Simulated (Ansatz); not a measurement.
**SF2 (triplet): from a generated start to a stationary point**

Aim: relax a generated start of SF2 (triplet) and see which bonds hold.

Program: Ansatz 0.2.0, Gaussian basis. Level of theory: UKS PBE0/def2-TZVP. These are calculated values, not measurements.

### Step 1. The starting structure

3 atoms, charge 0, spin multiplicity 3.

Atoms are counted from 1 here; the program's logs count them from 0.

Bond lengths: F1–S2 1.716 Å, S2–F3 1.716 Å. Angles: F1–S2–F3 180.0°.

Coordinates:

```
F     0.0000    0.0000   -1.7165
S     0.0000    0.0000    0.0000
F     0.0000    0.0000    1.7165
```

The start was built by rule and, where that kept it together, relaxed with GFN2-xTB. Sticks and bond lists go by distance. 

### Step 2. The run

Input file in.yaml:

```yaml
crystal:
  periodic: [false, false, false]
  atoms:
    - {symbol: F, position_ang: [0.000000, 0.000000, -1.716474]}
    - {symbol: S, position_ang: [0.000000, 0.000000, 0.000000]}
    - {symbol: F, position_ang: [0.000000, 0.000000, 1.716474]}
basis:
  gaussian: {orbitals: def2-TZVP}
magnetization: {spin_polarized: true, initial_magnetization: 2}
hamiltonian: {xc: pbe0}
relax: {f_tol: 0.004, max_steps: 80}
```

Run with:

```
$ ansatz run in.yaml --threads 1 --pin off --events-out ev --progress --plain --max-ram 2176MiB
```

What does the calculation give? Wanted: energy gained; shift from the start; total energy; dipole moment; ⟨S²⟩.

As calculated:

```
                  quantity           value
                     steps               4
             energy gained        0.061 eV
shift from the start (rms)         0.042 Å
              total energy  -16260.4194 eV
             dipole moment          0.00 D
                      ⟨S²⟩           2.004
```

What this shows: The bonds of the start are those of the end. F1–S2 went from 1.716 to 1.665 Å. No vibrations were run, so this is a stationary point, not a proven minimum, and this spin need not be the ground state's.
